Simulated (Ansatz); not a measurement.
**CH3Na: ionisation energy by level of theory**

How much energy removes an electron from CH3Na at fixed geometry? The cation is run at each level and the neutral's energy taken from earlier runs.

Method: unrestricted cation, the program's frozen cores in correlated methods; program: Ansatz 0.2.0, Gaussian basis.

Plan: UKS PBE-D4/def2-TZVPP; UKS r2SCAN-D4/def2-TZVPP; UKS PBE0-D4/def2-TZVPP; UKS B3LYP-D4/def2-TZVPP; UKS wB97X-V/def2-TZVPP; UKS wB97M-V/def2-TZVPP; UKS B2PLYP/def2-TZVPP; UHF-CCSD(T)/def2-TZVPP; UHF-CCSD(T)/def2-QZVPP; extrapolation to the limit; then −ε(HOMO) from the neutral's earlier runs with LDA (SPW92), PBE-D4, revPBE-D4, BLYP-D4, r2SCAN-D4, B97M-V, PBE0-D4, B3LYP-D4, r2SCANh-D4, r2SCAN0-D4, HSE06-D4, BHLYP-D4, CAM-B3LYP-D4, LC-ωPBE, ωB97X-V, ωB97M-V.

**1. Structure used throughout**

An earlier PBE0-D4 in a triple-zeta def2 set relaxation fixed the geometry.

SMILES `[CH3][Na]`, 5 atoms, charge 0, spin multiplicity 1.

Atoms are counted from 1 here; the program's logs count them from 0.

Bond lengths: C1–Na2 2.300 Å, C1–H3 1.095 Å, C1–H4 1.095 Å, C1–H5 1.095 Å. Angles: Na2–C1–H3 110.6°, Na2–C1–H4 110.6°, Na2–C1–H5 110.6°, H3–C1–H4 108.3°, H3–C1–H5 108.3°, H4–C1–H5 108.3°.

Coordinates:

```xyz
5
charge 0, multiplicity 1
C    -0.0987   -0.0666   -0.2026
Na    0.9946    0.4554    1.7527
H    -0.0202   -1.1380   -0.4142
H    -1.1600    0.1929   -0.1322
H     0.3342    0.4826   -1.0450
```

**2. Cation, UKS PBE-D4/def2-TZVPP**

in.yaml reads:

```yaml
crystal:
  periodic: [false, false, false]
  atoms:
    - {symbol: C, position_ang: [-0.098712, -0.066636, -0.202637]}
    - {symbol: Na, position_ang: [0.994624, 0.455411, 1.752737]}
    - {symbol: H, position_ang: [-0.020200, -1.137974, -0.414189]}
    - {symbol: H, position_ang: [-1.160018, 0.192878, -0.132206]}
    - {symbol: H, position_ang: [0.334205, 0.482620, -1.045005]}
basis:
  gaussian: {orbitals: def2-TZVPP}
total_charge: 1
magnetization: {spin_polarized: true, initial_magnetization: 1}
hamiltonian: {xc: pbe, dispersion: d4}
```

Run with:

```bash
$ ansatz run in.yaml --threads 2 --pin off --events-out ev --progress --plain --max-ram 22528MiB --backend cpu
```

After this run come: Cation, UKS r2SCAN-D4/def2-TZVPP; Cation, UKS PBE0-D4/def2-TZVPP; Cation, UKS B3LYP-D4/def2-TZVPP; Cation, UKS wB97X-V/def2-TZVPP; Cation, UKS wB97M-V/def2-TZVPP; Cation, UKS B2PLYP (frozen core)/def2-TZVPP; Cation, UHF-CCSD(T)/def2-TZVPP; Cation, UHF-CCSD(T)/def2-QZVPP.

Q: Predict the results of all the runs planned. Wanted: ionisation energy, CCSD(T)/CBS; nearest functional by difference; nearest −ε(HOMO); −ε(HOMO) of PBE; T1 of the cation.

**Answer**, as computed:

| quantity | value |
| --- | --- |
| ionisation energy, CCSD(T)/CBS | 6.64 eV |
| nearest functional by difference | B2PLYP (-0.00 eV) |
| nearest −ε(HOMO) | ωB97M-V (+0.04 eV) |
| −ε(HOMO) of PBE | 3.75 eV |
| T1 of the cation | 0.008 |

Energy differences with functionals land within 0.22 eV of the reference. The PBE orbital energy is 2.9 eV too small: a semilocal HOMO is no ionisation energy. Among orbital estimates ωB97M-V comes nearest. Hartree-Fock falls 1.56 eV short, as the neutral has more correlation energy than the cation. The cation may have settled in a state other than its lowest; no search over hole states beyond the program's own was made. Correlated methods include outer-core shells of Na, which these sets cover unevenly.
